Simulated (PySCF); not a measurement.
input.py for S2

File input.py (PySCF 2.14):

```python
from pyscf import gto, dft

mol = gto.M(
    atom='S 0 0 0; S 0 0 1.773',
    basis='6-31g',
    charge=0,
    spin=2,
    verbose=4,
)
mf = dft.UKS(mol, xc='mn15l')
mf.kernel()
g = mf.nuc_grad_method()
g.grid_response = True
g.kernel()
mf.dip_moment()
print('orbital energies (hartree):', [e[max(0, n-3):n+3].round(4) for e, n in zip(mf.mo_energy, mol.nelec)])
```

```bash
$ OMP_NUM_THREADS=1 python input.py
```

Output (some set-up lines and the per-cycle HOMO/LUMO lines with their warnings removed):

```
PySCF version 2.14.0

[INPUT] Symbol           X                Y                Z      unit          X                Y                Z       unit  Magmom
[INPUT]  1 S      0.000000000000   0.000000000000   0.000000000000 AA    0.000000000000   0.000000000000   0.000000000000 Bohr   0.0
[INPUT]  2 S      0.000000000000   0.000000000000   1.773000000000 AA    0.000000000000   0.000000000000   3.350484418854 Bohr   0.0

nuclear repulsion = 76.4068618136041
number of shells = 14
number of NR pGTOs = 92
number of NR cGTOs = 26
basis = 6-31g
ecp = {}

******** <class 'pyscf.dft.uks.UKS'> ********
method = UKS
initial guess = minao
damping factor = 0
level_shift factor = 0
DIIS = <class 'pyscf.scf.diis.CDIIS'>
SCF conv_tol = 1e-09
SCF max_cycles = 50
number electrons alpha = 17  beta = 15
XC functionals = mn15l

grids dens level: 3
tot grids = 37760
init E= -796.528540711715

cycle= 1 E= -796.080087404388  delta_E= 0.448  |g|= 0.073  |ddm|=  1.6
cycle= 2 E= -796.085198793569  delta_E= -0.00511  |g|= 0.0297  |ddm|= 0.306
cycle= 3 E= -796.085900257151  delta_E= -0.000701  |g|= 0.00504  |ddm|= 0.0724
cycle= 4 E= -796.085921613825  delta_E= -2.14e-05  |g|= 0.000596  |ddm|= 0.0149
cycle= 5 E= -796.085922013475  delta_E= -4e-07  |g|= 1.35e-05  |ddm|= 0.0022
cycle= 6 E= -796.085922013666  delta_E= -1.91e-10  |g|= 6.23e-07  |ddm|= 4.74e-05
Extra cycle  E= -796.085922013668  delta_E= -1.25e-12  |g|= 1.55e-07  |ddm|= 2.11e-06
converged SCF energy = -796.085922013668  <S^2> = 2.0042276  2S+1 = 3.0028171

******** <class 'pyscf.grad.uks.Gradients'> for <class 'pyscf.dft.uks.UKS'> ********
unit = Eh/Bohr
grid_response = True
--------------- UKS gradients ---------------
         x                y                z
0 S     0.0000000000     0.0000000000     0.2354459249
1 S    -0.0000000000    -0.0000000000    -0.2354459249
----------------------------------------------
Dipole moment(X, Y, Z, Debye):  0.00000, -0.00000,  0.00000
orbital energies (hartree): [array([-0.3974, -0.2235, -0.2235,  0.0284,  0.2584,  0.3348]), array([-0.3588, -0.3508, -0.3508, -0.1615, -0.1615,  0.0543])]
```

In short: E(SCF) = -796.085922 Eh, 6 cycles, ⟨S²⟩ = 2.004, μz(SCF) = 0.00 D, gradient on the second atom -0.2354 Eh/bohr.

Run time: 3.8 s on 1 thread of Intel Xeon Platinum 8259CL @ 2.50GHz (shared host), peak memory 0.22 GiB.

The bond length is a typed value, not an optimised one. No search for the lowest solution was made.
